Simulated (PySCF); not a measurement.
Species: O₃.
InChI=1S/O3/c1-3-2

Method used: PBE0-D3(BJ)/def2-SVP geometry optimisation, gas phase in PySCF.

Masses are those of the commonest isotopes; rigid-rotor values at the optimised geometry. 

Task: Give the principal moments of inertia and the rotational constants in MHz.

Result: Ia = 4.24, Ib = 36.00, Ic = 40.23 u·Å²; 505379 MHz·u·Å²/I gives A = 119316, B = 14039, C = 12561 MHz.

Task: What kind of rotor is it?

Result: A near-prolate asymmetric top. Ray's parameter κ = (2B − A − C)/(A − C) = -0.972; −1 is the prolate and +1 the oblate limit.

Task: Give the coordinates in the principal-axis frame, origin at the centre of mass.

Result: The sense of each axis is arbitrary; atoms in the order of the calculation.
```csv
atom,mass (u),a (Å),b (Å),c (Å)
O1,15.995,-1.061,0.210,0.000
O2,15.995,0.000,-0.420,0.000
O3,15.995,1.061,0.210,0.000
```

The dipole components are |μa| = 0.00 D, |μb| = 0.65 D, |μc| = 0.00 D. The nuclei that the symmetry axis exchanges have no spin, so part of the rotational levels is missing.

Task: Estimate the classical rotational partition function at 50 K and 500 K.

Result: Point group C2v, symmetry number σ = 2; q = (√π/σ)·√((kT/h)³/(ABC)), k/h = 20836.6 MHz/K: 205 at 50 K, 6500 at 500 K.

No frequency check. These are rigid-rotor constants of the computed structure; measured ground-state constants (B0) also hold zero-point vibration.
